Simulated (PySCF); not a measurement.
## ECD: `InChI=1S/C4H7ClO/c1-4(5)2-3(4)6/h3,6H,2H2,1H3/t3-,4-/m1/s1`

Cartesian coordinates in Å; atom numbers follow the order of the lines, from 1:
```xyz
13

C    -1.3416    0.7055   -0.0999
C    -0.1730    0.0643    0.5970
Cl   -0.0758    0.4945    2.3107
C     0.2785   -1.3169    0.2251
C     1.1408   -0.1352   -0.1154
O     1.2507    0.2117   -1.4550
H    -1.2848    0.4864   -1.1640
H    -1.3248    1.7847    0.0434
H    -2.2791    0.3193    0.2948
H     0.6167   -1.9854    1.0003
H    -0.2415   -1.7982   -0.5883
H     2.0509    0.0051    0.4642
H     1.3786    1.1646   -1.5307
```

Computed, not measured: TDDFT B3LYP/aug-cc-pVDZ circular dichroism and optical rotation, one conformer, gas phase (PySCF). Geometry: GFN2-xTB.

The molecule is flexible and this is one conformer; a measurement averages over conformers. States above about 7.2 eV (minus the energy of the highest occupied orbital) lie near or above the ionisation threshold and depend on the basis.

Q: What are the CIP labels of the stereocentres?

A: C2 R, C5 R.

Q: Which excitations and rotatory strengths does the calculation give?

A: Rotatory strengths R in 10⁻⁴⁰ esu² cm², velocity form and length form (origin at the centre of mass); f in length form.
```
state  E (eV)  λ (nm)      f  R (velocity)  R (length)                                    main
    1    5.78     214  0.008         +15.8       +15.5                          HOMO→LUMO 0.95
    2    6.26     198  0.005          +4.2        +4.1      HOMO→LUMO+1 0.54, HOMO→LUMO+2 0.21
    3    6.55     189  0.024         -12.6       -12.5      HOMO→LUMO+2 0.62, HOMO→LUMO+1 0.32
    4    6.63     187  0.007         +29.5       +28.7                        HOMO−1→LUMO 0.88
    5    6.76     184  0.002          +2.0        +2.1      HOMO→LUMO+3 0.59, HOMO→LUMO+4 0.16
    6    6.93     179  0.014         -11.3       -10.9      HOMO→LUMO+4 0.77, HOMO→LUMO+3 0.20
    7    7.04     176  0.015          +1.8        +1.7  HOMO−1→LUMO+1 0.49, HOMO−1→LUMO+2 0.20
    8    7.28     170  0.009         -11.2       -10.3    HOMO−2→LUMO 0.62, HOMO−1→LUMO+2 0.15
    9    7.32     169  0.012          -0.3        -0.6    HOMO→LUMO+5 0.69, HOMO−1→LUMO+2 0.14
   10    7.37     168  0.008          -2.1        -2.0    HOMO−1→LUMO+2 0.31, HOMO→LUMO+5 0.24
   11    7.44     167  0.046          -6.2        -6.3                        HOMO→LUMO+6 0.83
   12    7.55     164  0.008          -3.3        -3.3  HOMO−1→LUMO+3 0.49, HOMO−1→LUMO+4 0.17
   13    7.57     164  0.011          -7.2        -6.4                        HOMO→LUMO+7 0.92
   14    7.65     162  0.024         -43.0       -43.0    HOMO−3→LUMO 0.56, HOMO−1→LUMO+4 0.29
   15    7.74     160  0.010          -2.2        -2.3  HOMO−1→LUMO+4 0.38, HOMO−1→LUMO+3 0.28
   16    7.76     160  0.001          +2.2        +2.2      HOMO→LUMO+8 0.77, HOMO−3→LUMO 0.10
```

Among the states computed, the strongest CD band (largest |R|) is state 14. The largest dissymmetry factor in size, g = 4R/(D+G), with D and G the electric and magnetic dipole strengths, is +0.043 for state 4 (velocity form, f = 0.007), among bands with |R| over 0.5. The mirror image has the same energies and oscillator strengths and all R with the opposite sign.
